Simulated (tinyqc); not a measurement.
MP2 on RHF in the sto-3g basis, frozen core, for H2F+, spin multiplicity 1, step by step. One step of it, computed by the program tinyqc.

Task: Second-order Moller-Plesset energy. E2 = sum_ijab (ia|jb) [2 (ia|jb) - (ib|ja)] / (e_i + e_j - e_a - e_b) over occupied i, j and virtual a, b; the opposite-spin part is (ia|jb)^2 / denominator, the rest is same-spin, and SCS-MP2 scales them by 6/5 and 1/3.

orbital energies (hartree): MO1 -26.642626, MO2 -2.097754, MO3 -1.255070, MO4 -1.097919, MO5 -1.064609, MO6 0.026545, MO7 0.220162

Two-electron integrals over orbitals (pq|rs), unique and non-zero (hartree); the lowest 1 orbital is frozen and left out:
```
(22|22) 0.859226    (32|32) 0.162431    (33|22) 0.765638    (33|33) 0.750486
(42|22) 0.014047    (42|33) -0.003199   (42|42) 0.159247    (43|32) 0.004129
(43|43) 0.047007    (44|22) 0.824047    (44|33) 0.728249    (44|42) -0.091918
(44|44) 0.929016    (52|52) 0.179787    (53|53) 0.038830    (54|52) -0.035259
(54|54) 0.056841    (55|22) 0.877934    (55|33) 0.754071    (55|42) -0.045777
(55|44) 0.851396    (55|55) 0.997514    (62|22) -0.152315   (62|33) -0.094415
(62|42) -0.035725   (62|44) -0.117785   (62|55) -0.160858   (62|62) 0.081283
(63|32) 0.029201    (63|43) 0.015753    (63|63) 0.067995    (64|22) -0.119690
(64|33) -0.071375   (64|42) -0.002501   (64|44) -0.129003   (64|55) -0.122338
(64|62) 0.059615    (64|64) 0.058484    (65|52) -0.057986   (65|54) -0.003765
(65|65) 0.028902    (66|22) 0.586342    (66|33) 0.567378    (66|42) 0.069090
(66|44) 0.542656    (66|55) 0.558933    (66|62) -0.055290   (66|64) -0.029065
(66|66) 0.549711    (72|32) 0.059422    (72|43) -0.024557   (72|63) -0.029844
(72|72) 0.055211    (73|22) 0.196553    (73|33) 0.159526    (73|42) -0.056928
(73|44) 0.206819    (73|55) 0.225083    (73|62) -0.076950   (73|64) -0.070689
(73|66) 0.021784    (73|73) 0.157723    (74|32) -0.057755   (74|43) 0.013965
(74|63) -0.036802   (74|72) -0.012139   (74|74) 0.046905    (75|53) 0.025492
(75|75) 0.020331    (76|32) -0.103238   (76|43) -0.039435   (76|63) -0.081598
(76|72) 0.007371    (76|74) 0.055699    (76|76) 0.157825    (77|22) 0.632192
(77|33) 0.634478    (77|42) 0.006541    (77|44) 0.612447    (77|55) 0.620178
(77|62) -0.052043   (77|64) -0.029901   (77|66) 0.547172    (77|73) 0.077774
(77|77) 0.594406
```

Hartree-Fock energy = -98.85968461 hartree

Give: Terms; Pair energies; MP2 correlation energy; SCS-MP2 correlation energy; MP2 total energy.

Result:

Terms:
```
i  j  a  b  (ia|jb)  (ib|ja)  denominator       term
3  3  7  7   0.1577   0.1577      -2.9505    -0.0084
3  4  7  6  -0.0707  -0.0368      -2.5997    -0.0028
4  3  6  7  -0.0707  -0.0368      -2.5997    -0.0028
2  3  6  7  -0.0770  -0.0298      -3.5995    -0.0027
3  2  7  6  -0.0770  -0.0298      -3.5995    -0.0027
3  3  6  6   0.0680   0.0680      -2.5632    -0.0018
2  2  6  6   0.0813   0.0813      -4.2486    -0.0016
4  4  6  6   0.0585   0.0585      -2.2489    -0.0015
2  4  6  6   0.0596   0.0596      -3.2488    -0.0011
4  2  6  6   0.0596   0.0596      -3.2488    -0.0011
4  4  7  7   0.0469   0.0469      -2.6362    -0.0008
2  2  7  7   0.0552   0.0552      -4.6358    -0.0007
5  5  6  6   0.0289   0.0289      -2.1823  -3.83e-04
5  5  7  7   0.0203   0.0203      -2.5695  -1.61e-04
2  3  7  6  -0.0298  -0.0770      -3.5995   1.43e-04
3  2  6  7  -0.0298  -0.0770      -3.5995   1.43e-04
4  3  7  6  -0.0368  -0.0707      -2.5997  -4.13e-05
3  4  6  7  -0.0368  -0.0707      -2.5997  -4.13e-05
2  4  7  7  -0.0121  -0.0121      -3.6360  -4.05e-05
4  2  7  7  -0.0121  -0.0121      -3.6360  -4.05e-05
```

Pair energies (hartree; pair i-j sums ij and ji):
```
pair  opposite spin  same spin
2-2         -0.0022     0.0000
3-2         -0.0038    -0.0012
3-3         -0.0102     0.0000
4-2         -0.0023     0.0000
4-3         -0.0049    -0.0009
4-4         -0.0024     0.0000
5-5         -0.0005     0.0000
```

MP2 correlation energy = -0.028403 hartree

SCS-MP2 correlation energy = -0.032250 hartree

MP2 total energy = -98.888088 hartree
